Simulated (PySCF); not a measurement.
CH3, charge +2, doublet, at a GFN2-xTB geometry of the parent state (a state made from the parent by changing its charge; the spin is typed, not shown lowest); MP2/def2-SVP (PySCF).

Input for PySCF:
```python
from pyscf import gto, scf, mp

mol = gto.Mole()
mol.atom = '''
    C     0.000000    0.000000    0.000000
    H     1.080145   -0.221601    0.001602
    H    -0.731980   -0.824630   -0.003806
    H    -0.348166    1.046231    0.002204
'''
mol.basis = 'def2-svp'
mol.charge = 2
mol.spin = 1
mol.verbose = 4
mol.build()

mf = scf.UHF(mol)
mf.kernel()

pt = mp.MP2(mf)
pt.kernel()
print('E(MP2) = %.10f' % pt.e_tot)
```

Output, abridged:

```
PySCF version 2.14.0

[INPUT] verbose = 4
[INPUT] num. atoms = 4
[INPUT] num. electrons = 7
[INPUT] charge = 2
[INPUT] spin (= nelec alpha-beta = 2S) = 1
[INPUT] symmetry False subgroup None
[INPUT] Mole.unit = angstrom
[INPUT] Symbol           X                Y                Z      unit          X                Y                Z       unit  Magmom
[INPUT]  1 C      0.000000000000   0.000000000000   0.000000000000 AA    0.000000000000   0.000000000000   0.000000000000 Bohr   0.0
[INPUT]  2 H      1.080145000000  -0.221601000000   0.001602000000 AA    2.041178224818  -0.418765198930   0.003027341252 Bohr   0.0
[INPUT]  3 H     -0.731980000000  -0.824630000000  -0.003806000000 AA   -1.383241728659  -1.558324854100  -0.007192297630 Bohr   0.0
[INPUT]  4 H     -0.348166000000   1.046231000000   0.002204000000 AA   -0.657938385885   1.977090053030   0.004164956379 Bohr   0.0

nuclear repulsion = 9.46974096878313
number of shells = 15
number of NR pGTOs = 45
number of NR cGTOs = 29
basis = def2-svp
ecp = {}

******** <class 'pyscf.scf.uhf.UHF'> ********
method = UHF
initial guess = minao
damping factor = 0
level_shift factor = 0
DIIS = <class 'pyscf.scf.diis.CDIIS'>
diis_start_cycle = 1
diis_space = 8
diis_damp = 0
SCF conv_tol = 1e-09
SCF conv_tol_grad = None
SCF max_cycles = 50
direct_scf = True
direct_scf_tol = 1e-13
number electrons alpha = 4  beta = 3
Set gradient conv threshold to 3.16228e-05
init E= -39.2298073688555

cycle= 1 E= -38.1117914093566  delta_E= 1.12  |g|= 0.487  |ddm|= 1.09
cycle= 2 E= -38.294094892526  delta_E= -0.182  |g|= 0.0927  |ddm|= 0.557
cycle= 3 E= -38.2986993036461  delta_E= -0.0046  |g|= 0.0219  |ddm|= 0.15
cycle= 4 E= -38.2991315605808  delta_E= -0.000432  |g|= 0.00504  |ddm|= 0.0391
cycle= 5 E= -38.2991620429396  delta_E= -3.05e-05  |g|= 0.00143  |ddm|= 0.00829
cycle= 6 E= -38.2991654813402  delta_E= -3.44e-06  |g|= 0.000431  |ddm|= 0.00301
cycle= 7 E= -38.2991658719302  delta_E= -3.91e-07  |g|= 0.000135  |ddm|= 0.00103
cycle= 8 E= -38.2991659198469  delta_E= -4.79e-08  |g|= 4.92e-05  |ddm|= 0.000301
cycle= 9 E= -38.2991659267957  delta_E= -6.95e-09  |g|= 8.24e-06  |ddm|= 0.000143
cycle= 10 E= -38.2991659269505  delta_E= -1.55e-10  |g|= 1.99e-06  |ddm|= 2.19e-05
Extra cycle  E= -38.2991659269597  delta_E= -9.28e-12  |g|= 1.63e-06  |ddm|= 2.78e-06
converged SCF energy = -38.2991659269597  <S^2> = 0.76318434  2S+1 = 2.0131412

******** <class 'pyscf.mp.ump2.UMP2'> ********
nocc = (np.int64(4), np.int64(3)), nmo = (29, 29)
E(UMP2) = -38.3796913847234  E_corr = -0.0805254577636539
E(SCS-UMP2) = -38.3873309393016  E_corr = -0.0881650123418411
E_corr(same-spin) = -0.0097679272783195
E_corr(oppo-spin) = -0.0707575304853344
E(MP2) = -38.3796913847
```
